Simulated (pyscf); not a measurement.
Optimised with ωB97X-D3(BJ)/def2-SVP in PySCF.

Task: For HS–Zr(Cl)(Cl)–Cl + HCl → H₂S + Cl–Zr(Cl)(Cl)–Cl, a four-centre exchange (singlet surface; S–Zr, Cl–H broken, H–S, Cl–Zr formed), PBE/def2-TZVP gives ΔE‡ = -0.07 eV and ΔE = -0.67 eV (zero: the separated reactants). In which direction and how far do r²SCAN/def2-TZVP, PBE0-D3(BJ)/def2-TZVP, ωB97M-D3(BJ)/def2-TZVP move these?

Result: r²SCAN: ΔE‡ = -0.10 eV, ΔE = -0.70 eV; PBE0-D3(BJ): ΔE‡ = -0.10 eV, ΔE = -0.67 eV; ωB97M-D3(BJ): ΔE‡ = 0.08 eV, ΔE = -0.71 eV. PBE's barrier lies among them. Its reaction energy matches one of them and lies within 0.04 eV of the others. On the reactant side the descent ends in an adduct with a Cl–Zr contact, 0.36 eV under the separated species and 0.23 eV under the saddle at ωB97X-D3(BJ)/def2-TZVP. On the product side the descent ends in an adduct with a S–Zr contact (not fully relaxed), 0.64 eV under the separated species and 1.17 eV under the saddle at ωB97X-D3(BJ)/def2-TZVP. At PBE, r²SCAN, PBE0-D3(BJ) the saddle lies under the separated reactants, which points to a path from their complex (located at ωB97X-D3(BJ) alone). What is counted as formed (Cl–Zr) is already present as a longer contact in the reactant adduct; forming that adduct is a step of its own. What is counted as broken (S–Zr) persists as a longer contact in the product adduct; parting that adduct is a step of its own. At ωB97X-D3(BJ)/def2-TZVP the barrier from the zero used here is -0.13 eV. This is the saddle that the search found; another between the same sides may lie lower. Elements past Kr carry the def2 core potentials, without spin-orbit coupling.
